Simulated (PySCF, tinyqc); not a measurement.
Inside a calculation. Method: harmonic frequencies on the RHF/sto-6g surface (energies and gradients from PySCF), for BH, spin multiplicity 1. The lowest restricted solution is unstable here: a spin-polarised one lies 0.0128 hartree lower (PySCF). Computed by tinyqc, a small Python program that keeps every step (integrals from PySCF). Settings: charge = 0, multiplicity = 1, basis = sto-6g, delta = 0.005. Command: `OMP_NUM_THREADS=1 python tinyqc.py 27430 27431 out.jsonl` (the two numbers bound the seeds that draw the settings). One thread of a shared host (Intel(R) Xeon(R) Processor @ 2.60GHz), about 2 s of CPU time with the checks.

## One row of the Hessian: 1Bz

optimised positions (bohr), order 1B, 2H:
$$\begin{pmatrix}
0.0000 & 0.0000 & 0.1443 \\
0.0000 & 0.0000 & 2.4201
\end{pmatrix}$$

gradient at +delta (hartree/bohr), order 1B, 2H:
$$\begin{pmatrix}
0.000000 & 0.000000 & 0.001507 \\
0.000000 & 0.000000 & -0.001507
\end{pmatrix}$$

gradient at -delta (hartree/bohr), order 1B, 2H:
$$\begin{pmatrix}
0.000000 & 0.000000 & -0.001530 \\
0.000000 & 0.000000 & 0.001530
\end{pmatrix}$$

Displace 1Bz by +/-0.005 bohr; H(k, :) = (g(+) - g(-)) / (2 delta).

row of the Hessian (hartree/bohr^2): 1Bx 0.000000, 1By 0.000000, 1Bz 0.303653, 2Hx 0.000000, 2Hy 0.000000, 2Hz -0.303653

## Hessian by finite differences

All rows are made in the same way, and the matrix is symmetrised.

Hessian (symmetrised) (hartree/bohr^2), order 1Bx, 1By, 1Bz, 2Hx, 2Hy, 2Hz:
$$\begin{pmatrix}
0.000010 & 0.000000 & 0.000000 & -0.000010 & 0.000000 & 0.000000 \\
0.000000 & 0.000010 & 0.000000 & 0.000000 & -0.000010 & 0.000000 \\
0.000000 & 0.000000 & 0.303653 & 0.000000 & 0.000000 & -0.303653 \\
-0.000010 & 0.000000 & 0.000000 & 0.000010 & 0.000000 & 0.000000 \\
0.000000 & -0.000010 & 0.000000 & 0.000000 & 0.000010 & 0.000000 \\
0.000000 & 0.000000 & -0.303653 & 0.000000 & 0.000000 & 0.303653
\end{pmatrix}$$

## Normal modes

masses (u): 1B 11.0093, 2H 1.0078

Diagonalise H_ij / sqrt(m_i m_j); the 5 smallest eigenvalues belong to translations and rotations; wavenumber = sqrt(eigenvalue / 1822.888) x 219474.63; each mode has its largest component positive (the first on a tie); zero-point energy = sum of wavenumbers / 2, with 349.755 1/cm per kcal/mol.

eigenvalues of the mass-weighted Hessian (hartree/(bohr^2 u)): [0.0000, 0.0000, 0.0000, 0.0000, 0.0000, 0.3289]

harmonic wavenumbers of the vibrations (1/cm): [2948.0]

mass-weighted modes, order 1Bx, 1By, 1Bz, 2Hx, 2Hy, 2Hz:
$$\begin{pmatrix}
0.0000 \\
0.0000 \\
-0.2896 \\
0.0000 \\
0.0000 \\
0.9571
\end{pmatrix}$$

zero-point energy = 4.2143 kcal/mol
